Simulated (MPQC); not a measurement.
# CH2BN (SMILES B1C=N1): levels of theory compared

Aim: a comparison of 6 runs (HF/STO-3G, HF/3-21G, HF/def2-SVP, HF/aug-cc-pVDZ, SVWN5/6-31G*, PBE0/def2-SVP) of CH2BN. 

The results are computed with MPQC 2.3.1.

**1. The system as given**

CH2BN has 5 atoms, charge 0, and is taken as a singlet. SMILES: `B1C=N1`. The shape is that of a GFN2-xTB optimisation.

Bond lengths: B1–C2 1.457 Å, B1–N3 1.444 Å, C2–N3 1.300 Å, B1–H4 1.146 Å, C2–H5 1.069 Å. Angles: B1–C2–N3 62.8°, C2–B1–N3 53.3°, B1–N3–C2 63.9°, B1–C2–H5 165.5°, N3–C2–H5 131.7°, C2–B1–H4 159.4°, N3–B1–H4 147.3°.

**2. Energy and forces at HF/STO-3G (run 1)**

mol.in

```
molecule<Molecule>: (
   symmetry = c1
   unit = bohr
   { atoms geometry } = {
      B  [ -1.31369981    -0.23884248    -0.49981366 ]
      C  [ 1.15602106     0.56788160     0.41377443 ]
      N  [ 0.69284919    -1.84552543     0.41405789 ]
      H  [ -3.31985196    -0.10714747    -1.30485589 ]
      H  [ 2.78468152     1.62361489     0.97681833 ]
   }
)
basis<GaussianBasisSet>: (
   name = "STO-3G"
   molecule = $:molecule
   basisdir = "."
   puream = yes
)
mpqc: (
   checkpoint = no
   savestate = no
   restart = no
   do_energy = yes
   do_gradient = yes
   optimize = no
   mole<CLHF>: (
      molecule = $:molecule
      basis = $:basis
      total_charge = 0
      memory = 1000000000
      print_evals = yes
      print_npa = yes
      maxiter = 120
      value_accuracy = 1e-08
      guess_wavefunction<CLHF>: (
         molecule = $:molecule
         total_charge = 0
         memory = 1000000000
         value_accuracy = 1e-3
         basis<GaussianBasisSet>: (
            name = "3-21G"
            molecule = $:molecule
         )
      )
   )
)
```

The basis set STO-3G is read from a file made from the Basis Set Exchange's data (not shown).

Launch:

```
$ mpqc mol.in > mol.out
```

Standard output:

```text
MPQC: Massively Parallel Quantum Chemistry
[...]
  LUMO is    11   A =   0.279774
  total scf energy = -116.6152285654
[...]
Value of the MolecularEnergy: -116.6152285654
  Gradient of the MolecularEnergy:
      1   -0.0419225922
      2   -0.0140432239
      3   -0.0153328899
      4    0.0411465014
      5   -0.0226641573
      6    0.0179027099
      7    0.0102751759
      8    0.0465773387
      9    0.0004979686
     10    0.0003033404
     11   -0.0002348334
     12    0.0000620122
[...]
      symmetry = c1
[...]
```

Wall time 0.16 s (1 thread of Arm Neoverse V2, shared host).

**3. Energy and gradient at HF/3-21G (run 2)**

run.in

```
molecule<Molecule>: (
    symmetry = c1
    unit = angstrom
    { atoms geometry } = {
        B  [ -0.695180      -0.126390      -0.264490 ]
        C  [ 0.611740       0.300510       0.218960 ]
        N  [ 0.366640      -0.976610       0.219110 ]
        H  [ -1.756790      -0.056700      -0.690500 ]
        H  [ 1.473590       0.859180       0.516910 ]
    }
)
basis<GaussianBasisSet>: (
    name = "3-21G"
    molecule = $:molecule
    basisdir = "."
    puream = yes
)
mpqc: (
    checkpoint = no
    savestate = no
    restart = no
    do_energy = yes
    do_gradient = yes
    optimize = no
    mole<CLHF>: (
        molecule = $:molecule
        basis = $:basis
        total_charge = 0
        memory = 1000000000
        print_evals = yes
        print_npa = yes
        maxiter = 120
        value_accuracy = 1e-08
        guess_wavefunction<ExtendedHuckelWfn>: (
            molecule = $:molecule
            total_charge = 0
            multiplicity = 1
            basis<GaussianBasisSet>: (
                name = "STO-3G"
                molecule = $:molecule
            )
        )
    )
)
```

The basis set 3-21G is read from a file made from the Basis Set Exchange's data (not shown).

Launch:

```
$ mpqc -o run.out run.in
```

Standard output:

```text
MPQC: Massively Parallel Quantum Chemistry
[...]
  CLSCF::init: total charge = 0
[...]
  nbasis = 31
[...]
  iter     1 energy =  -99.1895480947 delta = 1.78603e-01
[...]
  LUMO is    11   A =   0.147599
  total scf energy = -117.4275246760
[...]
Value of the MolecularEnergy: -117.4275246760
  Gradient of the MolecularEnergy:
      1   -0.0066288831
      2   -0.0102743253
      3   -0.0017054282
      4   -0.0025681560
      5   -0.0167173948
      6    0.0001936474
      7   -0.0055173492
      8    0.0244372718
      9   -0.0040541136
     10    0.0122192714
     11    0.0008464671
     12    0.0047007138
[...]
      symmetry = c1
[...]
```

It took 0.46 s on 1 thread of Arm Neoverse V2, shared host.

Runs 3 to 5 aren't shown in full; the table further down has their settings and results.

**4. Energy and forces at PBE0/def2-SVP (run 6)**

run.in

```
% CH2BN
molecule<Molecule>: (
  symmetry = c1
  unit = angstrom
  { atoms geometry } = {
    B  [ -0.695180      -0.126390      -0.264490 ]
    C  [ 0.611740       0.300510       0.218960 ]
    N  [ 0.366640      -0.976610       0.219110 ]
    H  [ -1.756790      -0.056700      -0.690500 ]
    H  [ 1.473590       0.859180       0.516910 ]
  }
)
basis<GaussianBasisSet>: (
  name = "def2-SVP"
  molecule = $:molecule
  basisdir = "."
  puream = yes
)
mpqc: (
  checkpoint = no
  savestate = no
  restart = no
  do_energy = yes
  do_gradient = yes
  optimize = no
  mole<CLKS>: (
    molecule = $:molecule
    basis = $:basis
    total_charge = 0
    memory = 1000000000
    print_evals = yes
    print_npa = yes
    maxiter = 120
    value_accuracy = 1e-08
    functional<SumDenFunctional>: (
      a0 = 0.25
      coefs = [ 0.75 1 ]
      funcs: [ <PBEXFunctional>: () <PBECFunctional>: () ]
    )
    integrator<RadialAngularIntegrator>: ( grid = xfine )
    guess_wavefunction<CLHF>: (
      molecule = $:molecule
      total_charge = 0
      memory = 1000000000
      value_accuracy = 1e-3
      basis<GaussianBasisSet>: (
        name = "STO-3G"
        molecule = $:molecule
      )
    )
  )
)
```

The basis set def2-SVP is read from a file made from the Basis Set Exchange's data (not shown).

Launch:

```
$ mpqc -o run.out run.in
```

Standard output:

```text
MPQC: Massively Parallel Quantum Chemistry
[...]
  Integrated electron density error = 0.000692274514
  iter     1 energy = -118.4663074463 delta = 1.22861e-01
  Integrated electron density error = 0.000001223781
  iter     2 energy = -118.6043901626 delta = 3.34799e-02
[...]
  Integrated electron density error = -0.000000049570
  iter    11 energy = -118.6127156832 delta = 2.98354e-07
  Integrated electron density error = -0.000000049570
  iter    12 energy = -118.6127156832 delta = 5.06424e-08
  Integrated electron density error = -0.000000049569
  iter    13 energy = -118.6127156832 delta = 1.33950e-08
[...]
  LUMO is    11   A =  -0.031170
  total scf energy = -118.6127156832
[...]
  Integrated electron density error = -0.000000051692
  Total Gradient:
[...]
Value of the MolecularEnergy: -118.6127156832
  Gradient of the MolecularEnergy:
      1   -0.0353379589
      2   -0.0010006202
      3   -0.0137923572
      4    0.0237565609
      5    0.0061666514
      6    0.0088616174
      7    0.0047740072
      8    0.0030582749
      9    0.0016373969
     10    0.0237927415
     11    0.0007637882
     12    0.0093099689
[...]
        symmetry = c1
[...]
```

Wall time 17 s (1 thread of Arm Neoverse V2, shared host); peak memory 0.14 GiB.

**5. The series**

| run | level | starting guess | integration grid | energy (Eh) | HOMO energy (eV) | LUMO energy (eV) | HOMO–LUMO gap (eV) | wall time |
| --- | --- | --- | --- | --- | --- | --- | --- | --- |
| 1 | HF/STO-3G | 3-21G | – | -116.615229 | -8.94 | 7.61 | 16.56 | 0.16 s |
| 2 | HF/3-21G | huckel STO-3G | – | -117.427525 | -10.66 | 4.02 | 14.68 | 0.46 s |
| 3 | HF/def2-SVP | STO-2G | – | -118.025080 | -10.77 | 3.67 | 14.44 | 2.3 s |
| 4 | HF/aug-cc-pVDZ | STO-3G | – | -118.130629 | -10.72 | 1.01 | 11.73 | 16 s |
| 5 | SVWN5/6-31G* (spherical functions) | MINI (Huzinaga) | xfine | -117.745359 | -5.77 | -2.14 | 3.63 | 6.6 s |
| 6 | PBE0/def2-SVP | STO-3G | xfine | -118.612716 | -7.32 | -0.85 | 6.47 | 17 s |

**6. Summary of results**

| quantity | value |
| --- | --- |
| run 6: total energy | -118.61272 Eh |
| run 6: HOMO energy | -7.32 eV |
| run 6: LUMO energy | -0.85 eV |
| run 6: HOMO–LUMO gap | 6.47 eV |
| run 6: largest force on an atom | 1.951 eV/Å |

The HOMO–LUMO gap runs from 3.63 eV (SVWN5/6-31G*) to 16.56 eV (HF/STO-3G). The two ends differ in method and basis. Totals of different functionals can't be ranked against each other. In run 1 the basis is minimal, so the values are rough. All runs together took 43 s, the longest 17 s.
